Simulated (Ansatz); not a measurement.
C2H6, singlet: CASSCF and its corrections

Calculated in Ansatz's Gaussian-basis code. Basis aug-cc-pVDZ, nonrelativistic, no frozen core. State-specific CASSCF; RHF is the lowest restricted (open-shell) Hartree–Fock solution met. Solutions may break the symmetry of the shape. The lowest solution met needn't be the lowest there is, nor hold the orbitals that a chemist would pick.

Geometry:

```xyz
8

C     0.0000    0.0000    0.7622
C     0.0000    0.0000   -0.7622
H     0.0000    1.0190    1.1572
H    -0.8824   -0.5095    1.1572
H     0.8824   -0.5095    1.1572
H     0.0000   -1.0190   -1.1572
H    -0.8824    0.5095   -1.1572
H     0.8824    0.5095   -1.1572
```

(1) What do CASSCF and its corrections give against RHF in CAS(2,2), and what are the occupations?

(2) Roughly how much CPU time does a whole run from the default start take (median of such runs, summed over threads; nearly all runs on one pinned thread of a shared server, mostly Xeon at 2.3 to 2.6 GHz, by a development driver)?

Answers

(1) CASSCF -0.401 eV, SC-NEVPT2 -8.616 eV; occupations 1.98, 0.02.

(2) CAS(2,2): about 2 s. Other jobs ran beside these, and the count of passes differs.
